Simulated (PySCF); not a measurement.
Compound: [B2H7]- (charge -1).
Structure used (PBE0-D3(BJ)/def2-SVP), in Å, numbered top down from 1:
```
atom  x, y, z in Å
B1     0.9988    0.4322   -0.7475
H2    -0.0013    0.0041    0.0008
B3    -0.9987   -0.4322    0.7475
H4     0.6389    1.5540   -1.0933
H5     1.9591    0.4152    0.0174
H6     1.0527   -0.3917   -1.6563
H7    -1.8956   -0.6433   -0.0640
H8    -1.2120    0.5015    1.5157
H9    -0.5418   -1.4399    1.2798
```

Computed at PBE0/pcSseg-1 (PySCF, non-relativistic), with Q(11B) = 0.04059 b: B1, 11B (I = 3/2): χzz = 2.618 MHz, η = 0.001.

Question: Where would the pure quadrupole (NQR) lines of 11B at B1 fall for the rigid, isolated species?

Answer: From ν = (|χ|/2)√(1 + η²/3): ν = 1.309 MHz (boron bonded to 4 H).

In a crystal, neighbours and librations shift these lines. The pcSseg-1 basis has no diffuse functions, a weakness for an anion. These gradients aren't converged with respect to the basis.
